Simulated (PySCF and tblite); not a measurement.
Values are calculated unless marked as measured or tabulated.
# Barrier and rate of a rotation

System: C₄H₆FN, numbered as in [H]/[N:6]=[C:4](\[C:2](=[CH2:1])[F:3])[CH3:5].

Motion: rotation about the C2–C4 bond (torsion C1–C2–C4–C5 from 180° to 360°, rising). Level: PBE0/pcSseg-1 + D3(BJ) on GFN2-xTB stationary points, with GFN2-xTB thermal terms. Rate constants are transition-state-theory values, counting equivalent paths, without tunnelling. (PySCF 2.14 with density fitting, tblite 0.8.)

```tsv
point	symmetry	E(GFN2) kcal/mol	E(DFT) kcal/mol	ZPE change kcal/mol	lowest mode cm⁻¹	dipole D
start	Cs	0.0	0.0	0.00	32	1.48
saddle	C1	3.8	4.3	-0.18	68i	1.72
end	Cs	0.1	-2.7	0.17	62	2.37
```

```json
{
  "Electronic barrier": "4.3 kcal/mol",
  "Barrier with zero-point energy": "4.1 kcal/mol",
  "ΔH‡ (298 K)": "3.7 kcal/mol",
  "ΔS‡ (298 K, symmetry apart)": "-2.6 cal/(mol K)",
  "Paths": "2 equivalent paths",
  "End point": "a different minimum",
  "Mean lifetime of the start against this motion at 298 K": "150 ps",
  "Cost": "27 s on 1 thread of Arm Neoverse V2, on a host shared with other jobs (rough), peak memory 0.63 GiB, launched as `OMP_NUM_THREADS=1 python ens_run.py task.json out`"
}
```

```json
{"T/K": "150", "ΔG‡ kcal/mol": "4.2", "k s⁻¹": "4×10⁶", "ΔG kcal/mol": "-2.5", "k back s⁻¹": "956"}
{"T/K": "200", "ΔG‡ kcal/mol": "4.3", "k s⁻¹": "1.6×10⁸", "ΔG kcal/mol": "-2.5", "k back s⁻¹": "3.3×10⁵"}
{"T/K": "250", "ΔG‡ kcal/mol": "4.4", "k s⁻¹": "1.5×10⁹", "ΔG kcal/mol": "-2.4", "k back s⁻¹": "1.1×10⁷"}
{"T/K": "298", "ΔG‡ kcal/mol": "4.5", "k s⁻¹": "6.5×10⁹", "ΔG kcal/mol": "-2.4", "k back s⁻¹": "1.1×10⁸"}
{"T/K": "350", "ΔG‡ kcal/mol": "4.6", "k s⁻¹": "2×10¹⁰", "ΔG kcal/mol": "-2.4", "k back s⁻¹": "6.8×10⁸"}
{"T/K": "400", "ΔG‡ kcal/mol": "4.7", "k s⁻¹": "4.7×10¹⁰", "ΔG kcal/mol": "-2.3", "k back s⁻¹": "2.5×10⁹"}
{"T/K": "500", "ΔG‡ kcal/mol": "4.9", "k s⁻¹": "1.5×10¹¹", "ΔG kcal/mol": "-2.3", "k back s⁻¹": "1.5×10¹⁰"}
```

ΔG and ΔG‡ leave out symmetry numbers and mirror images; rates count paths: 2 out, 2 back.
